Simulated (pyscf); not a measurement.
Optimised with ωB97X-D3(BJ)/def2-SVP in PySCF.

### Question
For the elementary gas-phase step `[CH3][Al]([OH])[OH]` + `[CH3]` [doublet] → `[CH2][Al]([OH])[OH]` [doublet] + `[CH4]` (doublet surface; C–H broken, C–H formed), what barrier and reaction energy does ωB97M-D3(BJ)/def2-TZVP give, measured from the separated reactants?

### Answer
ΔE‡ = 55.5 kJ/mol, ΔE = -26.2 kJ/mol. Zero-point energy shifts the barrier by -1.4 kJ/mol. It is a hydrogen abstraction, with an imaginary mode of 1732i cm⁻¹. On the reactant side the descent ends in a complex (not fully relaxed), 28.9 kJ/mol under the separated species and 79.0 kJ/mol under the saddle at ωB97X-D3(BJ)/def2-TZVP. One saddle was located; it need not be the lowest between these sides. The angle at the transferred H is 177°.
